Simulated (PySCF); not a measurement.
SMILES C=[OH+] (CH3O (cation, charge +1)), singlet at its B3LYP/def2-SVP optimised geometry (Å):

```
5

C      0.2166    -0.0951     0.0000
O     -0.3309     1.0230     0.0000
H      1.3189    -0.0951     0.0000
H     -0.3666    -1.0330     0.0013
H     -1.3189     1.0330     0.0008
```

Method: B3LYP/def2-TZVP run with PySCF 2.14.0. Cells within 0.4 Å of a nucleus heavier than hydrogen are left out (blank, or x).

Map of the electrostatic potential (hartree/e), clipped to [0.10, 0.60] on the plane z = 0.0 Å:

```
|000000001100000000000000000|
|000011111111110000000000000|
|000111111111111110000000000|
|001111122211111111100000000|
|011112222222211111111000000|
|111122333333221111111110000|
|111223455555532222111111000|
|112234579999995322221111000|
|11223589999xx99533222111100|
|11234599999xxx9754332211110|
|11234599999xxx9965443221110|
|112335799999999997754322110|
|11223456789999x999996422111|
|1122334556899xxx99997432111|
|1112233455799xxx99997432111|
|111222344579999999985322111|
|111122334699999986654321110|
|111122234699998654433221110|
|011112233589996543332211110|
|011111223457764333222111100|
|001111222344443322221111000|
|000111122223332222111111000|
|000011111222222221111110000|
|000001111111111111111000000|
|000000111111111111110000000|
|000000001111111111000000000|
|000000000000000000000000000|
```
Scale: ten equal steps from 0.102 (start of '0') to 0.599 (end of '9'), in the order '0123456789'; x runs from -3.50 to 3.50, y from -3.50 (bottom) to 3.50 (top).
